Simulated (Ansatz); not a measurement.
## YF₃ (Pnma, No. 62)

Calculation: PBE0 in Ansatz (PAW).

Numerical settings: plane-wave cutoff 460 eV, 4×4×6 k mesh (along the axes of the cell as run), Fermi–Dirac smearing 0.01 eV, scalar-relativistic PAW data made under PBE.

Cell (measured lattice):

```yaml
crystal:
  lattice:
    - [6.35370, 0.00000, 0.00000]
    - [0.00000, 6.85450, 0.00000]
    - [0.00000, 0.00000, 4.39530]
  atoms:
    - { symbol: Y, position: [0.36730, 0.25000, 0.05910] }
    - { symbol: Y, position: [0.63270, 0.75000, 0.94090] }
    - { symbol: Y, position: [0.13270, 0.75000, 0.55910] }
    - { symbol: Y, position: [0.86730, 0.25000, 0.44090] }
    - { symbol: F, position: [0.52270, 0.25000, 0.59100] }
    - { symbol: F, position: [0.47730, 0.75000, 0.40900] }
    - { symbol: F, position: [0.97730, 0.75000, 0.09100] }
    - { symbol: F, position: [0.02270, 0.25000, 0.90900] }
    - { symbol: F, position: [0.16520, 0.06430, 0.37550] }
    - { symbol: F, position: [0.83480, 0.93570, 0.62450] }
    - { symbol: F, position: [0.33480, 0.93570, 0.87550] }
    - { symbol: F, position: [0.66520, 0.06430, 0.12450] }
    - { symbol: F, position: [0.66520, 0.43570, 0.12450] }
    - { symbol: F, position: [0.33480, 0.56430, 0.87550] }
    - { symbol: F, position: [0.83480, 0.56430, 0.62450] }
    - { symbol: F, position: [0.16520, 0.43570, 0.37550] }
```

```json
{
 "band_gap": "11.01 eV"
}
```

Note: cell and atoms aren't relaxed at this level (largest force component 0.07 eV/Å, pressure 0.8 GPa).

Spin–orbit coupling is not included.

Static lattice: no zero-point or thermal effects.

Ansatz is a first-principles code.
